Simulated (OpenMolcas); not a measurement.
# PH3 (phosphine), step by step

We compute a single-point energy (UHF/STO-3G), then a single-point energy (CASSCF(2,2)/STO-3G), then the energy (CASPT2(2,2)/STO-3G), then a single-point energy (SC-NEVPT2(2,2)/STO-3G), then the energy (MRCI(2,2)/STO-3G) of PH3 (phosphine). 

Program for the calculation: OpenMolcas 26.06.

## 1. The molecule

PH3: 4 atoms, total charge 0, spin state singlet. As SMILES, `P`. The P1–H3 distance was set to 2.130 Å, away from the relaxed value. At this shape a bond of the SMILES string is far longer than usual.

Bond lengths: P1–H2 1.420 Å, P1–H4 1.420 Å. Angles: H2–P1–H4 93.1°. A long bond or contact: P1–H3 2.130 Å.

## 2. The energy at UHF/STO-3G (run 1)

The input, step1.input:

```
* H3P Hartree-Fock
>>> EXPORT MOLCAS_PRINT=2
&gateway
baslib=$CurrDir
basisset
P.STO-3G....
P1 1.021796 -0.158238 -0.470609 angstrom
End of Basis
basisset
H.STO-3G....
H2 1.306696 0.134262 0.889191 angstrom
H3 -1.005500 -0.663000 -0.057200 angstrom
H4 0.704496 1.191762 -0.774709 angstrom
End of Basis
&seward
&scf
uhf
scramble=0.25
prorbitals=1 1
```

The basis set STO-3G is read from a file made from the Basis Set Exchange's data (not shown).

Started as:

```sh
export MOLCAS_MEM=1860
pymolcas step1.input > step1.log
```

The program printed, cut to the lines that bear on the results:

```text
--- Start Module: gateway ---
[...]
--- Stop Module: gateway /rc=_RC_ALL_IS_WELL_ ---
--- Start Module: seward ---
[...]
      Basis functions           12
--- Stop Module: seward /rc=_RC_ALL_IS_WELL_ ---
--- Start Module: scf ---
[...]
       Convergence after  24 Iterations
[...]
::    Total SCF energy                               -338.5190529209
[...]
      Total spin, S                                     0.4601669829
[...]
      Total electronic charge=   18.000000
      Total            charge=   -0.000000
[...]
      Dipole Moment (debye):
      Origin of the operator (angstrom)=    0.9607   -0.1245   -0.4271
                   X=  2.1757E-01               Y=  4.8756E-01               Z=  2.3096E-01           Total=  5.8172E-01
      Quadrupole Moment (debye*angstrom):
[...]
--- Stop Module: scf /rc=_RC_ALL_IS_WELL_ ---
[...]
```

Run time: 1.8 s. Hardware: 1 thread of Arm Neoverse V2, shared host; peak memory 0.37 GiB.

## 3. A single-point energy at CASSCF(2,2)/STO-3G (run 2)

The input, step2.inp:

```
* H3P CASSCF
>>> EXPORT MOLCAS_PRINT=2

&GATEWAY
 BasLib = $CurrDir
 BasisSet
 P.STO-3G....
 P1 1.021796 -0.158238 -0.470609 angstrom
 End of Basis
 BasisSet
 H.STO-3G....
 H2 1.306696 0.134262 0.889191 angstrom
 H3 -1.005500 -0.663000 -0.057200 angstrom
 H4 0.704496 1.191762 -0.774709 angstrom
 End of Basis

&SEWARD

&RASSCF
 FileOrb = $CurrDir/step1.UnaOrb
 Spin = 1
 Nactel = 2 0 0
 Inactive = 8
 Ras2 = 2
 OrbListing = Nothing
```

The basis set STO-3G is read from a file made from the Basis Set Exchange's data (not shown).

Started as:

```sh
export MOLCAS_MEM=1860
pymolcas step2.inp > step2.log
```

The program printed, cut to the lines that bear on the results:

```text
--- Start Module: gateway ---
[...]
--- Stop Module: gateway /rc=_RC_ALL_IS_WELL_ ---
--- Start Module: seward ---
[...]
      Basis functions           12
--- Stop Module: seward /rc=_RC_ALL_IS_WELL_ ---
--- Start Module: rasscf ---
[...]
      Number of active orbitals                  2
[...]
      Spin quantum number                      0.0
[...]
      Active orbitals                            2
[...]
      Number of CSFs                             3
[...]
      Number of root(s) required                 1
[...]
      Convergence after  8 iterations
[...]
      printout of CI-coefficients larger than  0.05 for root  1
      energy=    -338.553778
      conf/sym  11     Coeff  Weight
             1  20  -0.93968 0.88299
             3  02   0.34206 0.11701
      Natural orbitals and occupation numbers for root  1
      sym 1:   1.765985   0.234015
      ************************************************************************************************************************
      *                                                    Final results                                                     *
[...]
::    RASSCF root number  1 Total energy:   -338.55377798
[...]
      Total electronic charge=   18.000000
      Total            charge=   -0.000000
[...]
      Dipole Moment (debye):
      Origin of the operator (angstrom)=    0.9607   -0.1245   -0.4271
                   X=  1.6798E-01               Y=  4.8295E-01               Z=  2.4596E-01           Total=  5.6741E-01
      Quadrupole Moment (debye*angstrom):
[...]
--- Stop Module: rasscf /rc=_RC_ALL_IS_WELL_ ---
[...]
```

Wall time 1.4 s (1 thread of Arm Neoverse V2, shared host); peak memory 0.36 GiB.

## 4. The energy at CASPT2(2,2)/STO-3G (run 3)

The input, step3.input:

```
* H3P CASPT2
>>> EXPORT MOLCAS_PRINT=2

&GATEWAY
  BasLib=$CurrDir
  BasisSet
  P.STO-3G....
  P1 1.021796 -0.158238 -0.470609 angstrom
  End of Basis
  BasisSet
  H.STO-3G....
  H2 1.306696 0.134262 0.889191 angstrom
  H3 -1.005500 -0.663000 -0.057200 angstrom
  H4 0.704496 1.191762 -0.774709 angstrom
  End of Basis

&SEWARD

&RASSCF
  FileOrb=$CurrDir/step2.RasOrb
  Spin=1
  Nactel=2 0 0
  Inactive=8
  Ras2=2
  OrbListing=Nothing

&CASPT2
  Imaginary=0.1
  Frozen=5
```

The basis set STO-3G is read from a file made from the Basis Set Exchange's data (not shown).

Started as:

```sh
export MOLCAS_MEM=1860
pymolcas step3.input > step3.log
```

The program printed, cut to the lines that bear on the results:

```text
--- Start Module: gateway ---
[...]
--- Stop Module: gateway /rc=_RC_ALL_IS_WELL_ ---
[...]
      Basis functions           12
[...]
--- Start Module: rasscf ---
[...]
      Number of active orbitals                  2
[...]
      Spin quantum number                      0.0
[...]
      Active orbitals                            2
[...]
      Number of CSFs                             3
[...]
      Number of root(s) required                 1
[...]
      Convergence after  4 iterations
[...]
      printout of CI-coefficients larger than  0.05 for root  1
      energy=    -338.553778
      conf/sym  11     Coeff  Weight
             1  20  -0.93968 0.88299
             3  02   0.34206 0.11701
      Natural orbitals and occupation numbers for root  1
      sym 1:   1.765985   0.234015
      ************************************************************************************************************************
      *                                                    Final results                                                     *
[...]
::    RASSCF root number  1 Total energy:   -338.55377798
[...]
      Total electronic charge=   18.000000
      Total            charge=   -0.000000
[...]
      Dipole Moment (debye):
      Origin of the operator (angstrom)=    0.9607   -0.1245   -0.4271
                   X=  1.6800E-01               Y=  4.8296E-01               Z=  2.4596E-01           Total=  5.6743E-01
      Quadrupole Moment (debye*angstrom):
[...]
--- Stop Module: rasscf /rc=_RC_ALL_IS_WELL_ ---
--- Start Module: caspt2 ---
[...]
 ###    WARNING: User changed nr of frozen orbitals.                         ###
 ###############################################################################
[...]
      E2 (Variational):          -0.0308129242
      Total energy:            -338.5845909006
[...]
      Reference weight:           0.98388
[...]
::    CASPT2 Root  1     Total energy:   -338.58459090
[...]
--- Stop Module: caspt2 /rc=_RC_ALL_IS_WELL_ ---
[...]
```

It took 1.5 s on 1 thread of Arm Neoverse V2, shared host; peak memory 0.37 GiB.

## 5. A single-point energy at SC-NEVPT2(2,2)/STO-3G (run 4)

The input, step4.inp:

```
&GATEWAY
BasLib
$CurrDir
BasisSet
P.STO-3G....
P1 1.021796 -0.158238 -0.470609 angstrom
End of Basis
BasisSet
H.STO-3G....
H2 1.306696 0.134262 0.889191 angstrom
H3 -1.005500 -0.663000 -0.057200 angstrom
H4 0.704496 1.191762 -0.774709 angstrom
End of Basis
&SEWARD
&RASSCF
FileOrb
$CurrDir/step2.RasOrb
Spin
1
Nactel
2 0 0
Inactive
8
Ras2
2
OrbListing
Nothing
&CASPT2
SC-NEVPT2
Frozen
5
```

The basis set STO-3G is read from a file made from the Basis Set Exchange's data (not shown).

Started as:

```sh
export MOLCAS_MEM=1860
pymolcas step4.inp > step4.log
```

The program printed, cut to the lines that bear on the results:

```text
--- Start Module: gateway ---
[...]
--- Stop Module: gateway /rc=_RC_ALL_IS_WELL_ ---
[...]
      Basis functions           12
[...]
--- Start Module: rasscf ---
[...]
      Number of active orbitals                  2
[...]
      Spin quantum number                      0.0
[...]
      Active orbitals                            2
[...]
      Number of CSFs                             3
[...]
      Number of root(s) required                 1
[...]
      Convergence after  4 iterations
[...]
      printout of CI-coefficients larger than  0.05 for root  1
      energy=    -338.553778
      conf/sym  11     Coeff  Weight
             1  20  -0.93968 0.88299
             3  02   0.34206 0.11701
      Natural orbitals and occupation numbers for root  1
      sym 1:   1.765985   0.234015
      ************************************************************************************************************************
      *                                                    Final results                                                     *
[...]
::    RASSCF root number  1 Total energy:   -338.55377798
[...]
      Total electronic charge=   18.000000
      Total            charge=   -0.000000
[...]
      Dipole Moment (debye):
      Origin of the operator (angstrom)=    0.9607   -0.1245   -0.4271
                   X=  1.6800E-01               Y=  4.8296E-01               Z=  2.4596E-01           Total=  5.6743E-01
      Quadrupole Moment (debye*angstrom):
[...]
--- Stop Module: rasscf /rc=_RC_ALL_IS_WELL_ ---
--- Start Module: caspt2 ---
[...]
 ###    WARNING: User changed nr of frozen orbitals.                         ###
 ###############################################################################
[...]
      E2 (Variational):          -0.0309333505
[...]
      E2 (Variational):          -0.0308965459
      Total energy:            -338.5846745223
[...]
      Reference weight:           0.98369
[...]
::    SC-NEVPT2 Root  1     Total energy:   -338.58467452
[...]
--- Stop Module: caspt2 /rc=_RC_ALL_IS_WELL_ ---
[...]
```

Run time: 1.5 s. Hardware: 1 thread of Arm Neoverse V2, shared host; peak memory 0.36 GiB.

## 6. The energy at MRCI(2,2)/STO-3G (run 5)

The input, step5.input:

```
&GATEWAY
BASLIB=$CurrDir
BASISSET
P.STO-3G....
P1 1.021796 -0.158238 -0.470609 angstrom
End of Basis
BASISSET
H.STO-3G....
H2 1.306696 0.134262 0.889191 angstrom
H3 -1.005500 -0.663000 -0.057200 angstrom
H4 0.704496 1.191762 -0.774709 angstrom
End of Basis
&SEWARD
&RASSCF
FILEORB=$CurrDir/step2.RasOrb
SPIN=1
NACTEL=2 0 0
INACTIVE=8
RAS2=2
ORBLISTING=Nothing
&MOTRA
LUMORB
FROZEN=5
&GUGA
ELECTRONS=8
SPIN=1
INACTIVE=3
ACTIVE=2
CIALL=1
&MRCI
SDCI
```

The basis set STO-3G is read from a file made from the Basis Set Exchange's data (not shown).

Started as:

```sh
export MOLCAS_MEM=1860
pymolcas step5.input > step5.log
```

The program printed, cut to the lines that bear on the results:

```text
--- Start Module: gateway ---
[...]
--- Stop Module: gateway /rc=_RC_ALL_IS_WELL_ ---
[...]
      Basis functions           12
[...]
      Number of active orbitals                  2
[...]
      Spin quantum number                      0.0
[...]
      Active orbitals                            2
[...]
      Number of CSFs                             3
[...]
      Number of root(s) required                 1
[...]
      Convergence after  4 iterations
[...]
      printout of CI-coefficients larger than  0.05 for root  1
      energy=    -338.553778
      conf/sym  11     Coeff  Weight
             1  20  -0.93968 0.88299
             3  02   0.34206 0.11701
      Natural orbitals and occupation numbers for root  1
      sym 1:   1.765985   0.234015
      ************************************************************************************************************************
      *                                                    Final results                                                     *
[...]
::    RASSCF root number  1 Total energy:   -338.55377798
[...]
      Dipole Moment (debye):
      Origin of the operator (angstrom)=    0.9607   -0.1245   -0.4271
                   X=  1.6800E-01               Y=  4.8296E-01               Z=  2.4596E-01           Total=  5.6743E-01
      Quadrupole Moment (debye*angstrom):
[...]
      *** WARNING: Default frozen orbitals is overwritten by user input.
      *** Default values:   5
[...]
--- Start Module: guga ---
[...]
--- Stop Module: guga /rc=_RC_ALL_IS_WELL_ ---
--- Start Module: mrci ---
[...]
       (But an ACPF correction will be computed)
       USE THE DEFAULT ACPF G-VALUE GFAC=  0.25000000000000000
[...]
                      CI ENERGY:  -338.59904606
[...]
                ACPF CORRECTION:    -0.00123590
[...]
      Total electronic charge=   18.000000
      Total            charge=   -0.000000
[...]
     ACPF CORRECTION:     -0.00123590
[...]
  CI State   1     Total energy:   -338.59904606     QDav:     -0.00166300     QACPF:     -0.00123590
[...]
--- Stop Module: mrci /rc=_RC_ALL_IS_WELL_ ---
[...]
```

It took 1.6 s on 1 thread of Arm Neoverse V2, shared host; peak memory 0.36 GiB.

## 7. Outcome

| quantity | value |
| --- | --- |
| run 1, UHF/STO-3G: total energy | -338.51905 Eh |
| run 1, UHF/STO-3G: dipole moment | 0.58 D |
| run 1, UHF/STO-3G: HOMO energy | -7.71 eV |
| run 1, UHF/STO-3G: LUMO energy | 7.15 eV |
| run 1, UHF/STO-3G: HOMO–LUMO gap | 14.86 eV |
| run 1, UHF/STO-3G: ⟨S²⟩ | 0.672 |
| run 2, CASSCF(2,2)/STO-3G: total energy | -338.55378 Eh |
| run 2, CASSCF(2,2)/STO-3G: dipole moment (CASSCF density) | 0.57 D |
| run 3, CASPT2(2,2)/STO-3G: total energy | -338.58459 Eh |
| run 3, CASPT2(2,2)/STO-3G: dipole moment (CASSCF density) | 0.57 D |
| run 4, SC-NEVPT2(2,2)/STO-3G: total energy | -338.58467 Eh |
| run 4, SC-NEVPT2(2,2)/STO-3G: dipole moment (CASSCF density) | 0.57 D |
| run 5, MRCI(2,2)/STO-3G: total energy | -338.59905 Eh |
| run 5, MRCI(2,2)/STO-3G: dipole moment (CASSCF density) | 0.57 D |

In words: ⟨S²⟩ (run 1, UHF/STO-3G) is 0.67 where a pure singlet has 0.00: the reference is spin-contaminated. Mulliken charges (run 1, UHF/STO-3G) run from -0.13 on H2 to +0.32 on P1. Mulliken charges (run 2, CASSCF(2,2)/STO-3G) run from -0.12 on H2 to +0.32 on P1; they depend strongly on the basis. Mulliken charges (run 4, SC-NEVPT2(2,2)/STO-3G) of the CASSCF density run from -0.12 on H2 to +0.32 on P1; they depend strongly on the basis. Mulliken charges (run 5, MRCI(2,2)/STO-3G) of the CASSCF density run from -0.12 on H2 to +0.32 on P1; they depend strongly on the basis.
